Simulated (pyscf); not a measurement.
Thermochemistry of product channels of H₃C–Al (SMILES [CH3][Al]) [singlet] + HO–SiH₃ (SMILES O[SiH3]) on the singlet surface, in kcal/mol, from CCSD(T)/def2-TZVPP + ΔMP2(QZVPP) energies (ideal gas, 1 atm, RRHO with modes under 100 cm⁻¹ raised to 100, one conformer, R ln 2 for chiral ones without a mode under 150 cm⁻¹). Structures and frequencies: ωB97X-D3(BJ)/def2-SVP in PySCF. MP2 and CC: frozen core, UHF for open shells. ΔMP2 is the change of the MP2 total energy from the triple- to the quadruple-zeta basis.

```
products                                                        ΔE  ΔH(298 K)  ΔG(600 K)  ΔG(900 K)
-----------------------------------------------------------  -----  ---------  ---------  ---------
H₃C–AlH–O–SiH₃ (SMILES [CH3][AlH][O][SiH3])                  -64.8      -64.9      -45.2        ___
Al–O–SiH₃ (SMILES [Al][O][SiH3]) [singlet] + CH₄ (SMILES C)  -54.0      -52.5      -48.9        ___
```

Task: Complete the blanks.

Result: 
- H₃C–AlH–O–SiH₃ (SMILES [CH3][AlH][O][SiH3]), ΔG(900 K): -35.9
- Al–O–SiH₃ (SMILES [Al][O][SiH3]) [singlet] + CH₄ (SMILES C), ΔG(900 K): -46.7

These are energies of the channels, which say nothing of barriers. The CCSD(T) − MP2 part came from Ansatz, without density fitting, on the same reference.
